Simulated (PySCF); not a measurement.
# Which basis set comes closest?

Molecule: Acetyl Chloride, C2H3ClO.

Numbering as in the mapped SMILES `[CH3:1][C:2](=[O:3])[Cl:4]`. Each H is labelled by its parent atom.

Geometry PBE0-D3(BJ)/def2-SVP throughout; GIAO in PySCF 2.14.0 with density-fitted response routines, gas phase, one conformer, non-relativistic; equivalent atoms averaged; functional PBE0.

Reference values (measured; solution, not stated per compound (mostly CDCl3 or CCl4); Pretsch, Buehlmann, Badertscher, Structure Determination of Organic Compounds, 4th ed. (2009)): δ(C1) = 33.6 ppm, δ(H(C1)) = 2.66 ppm. Computed shifts are taken against TMS, calculated as an isolated molecule at each level.

Task: How do the basis sets pcSseg-0, cc-pVDZ, aug-cc-pVDZ, cc-pVTZ, IGLO-III perform against the reference? Times are CPU seconds on 1 thread of an Arm Neoverse V2, shared host.

Result: 
```csv
basis set,functions,C1,H(C1),abs. error C,abs. error H,core-s
pcSseg-0,46,37.7,2.82,4.1,0.16,2.3
cc-pVDZ,75,32.3,2.25,1.3,0.41,3.8
aug-cc-pVDZ,123,31.9,2.60,1.7,0.06,6.6
cc-pVTZ,166,33.5,2.46,0.1,0.20,9.8
IGLO-III,179,34.6,2.50,1.0,0.16,9.8
```

For ¹³C the closest is cc-pVTZ (0.1 ppm) and the furthest pcSseg-0 (4.1 ppm).

For ¹H the closest is aug-cc-pVDZ (0.06 ppm) and the furthest cc-pVDZ (0.41 ppm). Where a smaller basis beats a larger one, errors probably cancel. One molecule is a small sample, and vibrational and solvent effects are absent from the calculation.

A small basis that lands close on one nucleus may do so by chance; judge by the trend and by all nuclei.
